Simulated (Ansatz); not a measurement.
# Fluorite CdF₂

Calculation: Hartree–Fock (Ansatz, a first-principles code, PAW).

Numerical settings: plane-wave cutoff 460 eV, 8×8×8 k mesh, Fermi–Dirac smearing 0.01 eV, scalar-relativistic PAW data made under PBE.

Cell: measured lattice: a = b = c = 5.3880 Å, α = β = γ = 90.00°.

```
Property                                                           Result
-------------------------------------------  ----------------------------
band gap                                     15.31 eV (on the SCF k mesh)
smallest direct gap on the k points sampled                      16.04 eV
```

Measured, for comparison: band gap 7.8 eV (temperature not stated, no zero-point or thermal correction, indirect W–Γ; as tabulated in Cappellini et al. (2013), arXiv:1302.2571).

Note: cell and atoms aren't relaxed at this level (pressure 3.9 GPa).

Spin–orbit coupling is not included.

Static lattice: no zero-point or thermal effects.
